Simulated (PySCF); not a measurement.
C3H3NO.
Atom-mapped SMILES: `[CH2:1]=[CH:2][N:3]=[C:4]=[O:5]` (hydrogens: H6, H7 on C1; H8 on C2)

Geometry (PBE0-D3(BJ)/def2-SVP, Å), atoms numbered from 1 in this order:
```
atom  x, y, z in Å
C1    -1.0640   -0.6070    0.8358
C2    -0.7102    0.1696   -0.1936
N3     0.5446    0.2318   -0.7544
C4     1.6864   -0.1338   -0.7817
O5     2.8142   -0.4199   -0.8938
H6    -2.0904   -0.5789    1.2045
H7    -0.3543   -1.2767    1.3275
H8    -1.4358    0.8338   -0.6726
```

Level: PBE0/def2-SVPD in PySCF, non-relativistic, on one gas-phase PBE0-D3(BJ)/def2-SVP geometry that isn't relaxed in the solvent. The solvent is an IEF-PCM continuum (Bondi radii, 1.10 Å for H, scaled by 1.2), and excitations are vertical TDDFT with non-equilibrium linear response and a frozen core. The model holds no explicit solvent molecules, cavitation or dispersion.

| run | E − E(gas) (kcal/mol) | HOMO (eV) | HOMO–LUMO gap (eV) | dipole (D) | lowest singlet (eV) | static polarisability (au) |
| --- | --- | --- | --- | --- | --- | --- |
| gas | 0.00 | -7.38 | 6.55 | 2.30 | 6.09 | 48.7 |
| P | -2.62 | -7.25 | 6.57 | 2.87 | 5.96 | 61.7 |
| Q | -2.19 | -7.27 | 6.57 | 2.78 | 5.95 | 59.4 |

Task: The runs were made in chloroform and dichloromethane. Which run belongs to which solvent?

Result: P = dichloromethane, Q = chloroform. The dielectric constants are 4.711 (chloroform), 8.93 (dichloromethane), and the energy falls further as ε rises. The optical constants n² used for the excitations are 2.09, 2.03 in the same order. In this model the ground state sees the solvent through ε alone.

Task: How constant is the ratio of the lowering to (ε − 1)/(2ε + 1)?

Result: 
```tsv
solvent	(ε − 1)/(2ε + 1)	E − E(gas) (kcal/mol)	ratio (kcal/mol)	polarisation term (kcal/mol)
chloroform	0.356	-2.19	-6.2	-2.43
dichloromethane	0.420	-2.62	-6.2	-2.95
```

The ratio changes by +1.1 % in size from chloroform to dichloromethane. The polarisation term is half the interaction of the solute with the induced surface charges.

The run took 6.8 s wall on one thread, Arm Neoverse V1 (aarch64), shared host with 32 logical CPUs at a one-minute load of 13, and the process peaked at 0.57 GiB of memory. This is the whole response run at PBE0/def2-SVPD in dichloromethane, SCF included.
